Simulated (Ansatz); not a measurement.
# Forces away from equilibrium

SiH5O2 (SMILES O[SiH2][OH2+]) (charge +1), singlet, displaced at random from a GFN2-xTB minimum.

```csv
atom,x (Å),y (Å),z (Å)
O1,-1.0728,-0.0808,-0.9857
Si2,-0.1429,0.6954,0.0369
O3,0.8762,-0.7398,0.5923
H4,-1.8200,0.1598,-1.5276
H5,0.9375,1.4864,-0.5546
H6,-0.7132,1.0297,1.3383
H7,1.4870,-1.1608,-0.0510
H8,0.4843,-1.4095,1.1531
```

Computed with Ansatz 0.2.0 (basis: def2-TZVPP); correlated methods freeze the cores.

CCSD(T) forces from the calculation:
```json
{"atom": "O1", "Fx": "-0.200", "Fy": "-0.303", "Fz (eV/Å)": "-0.242"}
{"atom": "Si2", "Fx": "0.481", "Fy": "-0.314", "Fz (eV/Å)": "0.233"}
{"atom": "O3", "Fx": "0.553", "Fy": "0.445", "Fz (eV/Å)": "-0.791"}
{"atom": "H4", "Fx": "-0.119", "Fy": "0.164", "Fz (eV/Å)": "-0.044"}
{"atom": "H5", "Fx": "-0.119", "Fy": "0.109", "Fz (eV/Å)": "0.120"}
{"atom": "H6", "Fx": "-0.009", "Fy": "0.188", "Fz (eV/Å)": "-0.035"}
{"atom": "H7", "Fx": "-0.385", "Fy": "0.179", "Fz (eV/Å)": "0.445"}
{"atom": "H8", "Fx": "-0.202", "Fy": "-0.468", "Fz (eV/Å)": "0.314"}
```

Question: Which atom feels the largest CCSD(T) force, and how large is it?

Answer: O3, 1.06 eV/Å, along (0.52, 0.42, -0.74).

Root-mean-square difference of the force components from those of CCSD(T): PBE0-D4 0.083; wB97M-V 0.051; r2SCAN-D4 0.071; PBE-D4 0.219; B97M-V 0.120; r2SCANh-D4 0.088 eV/Å.

T1 diagnostic: at most 0.011. These are differences at one structure, and CCSD(T) in triple zeta is itself an approximation.

For scale, one of the runs: CCSD(T)/def2-TZVPP forces, 174 basis functions (an equivalent command: `ansatz run in.yaml --threads 4`). The run took 57 s on 4 CPU threads (shared host), with 3 GiB of host memory at its peak.
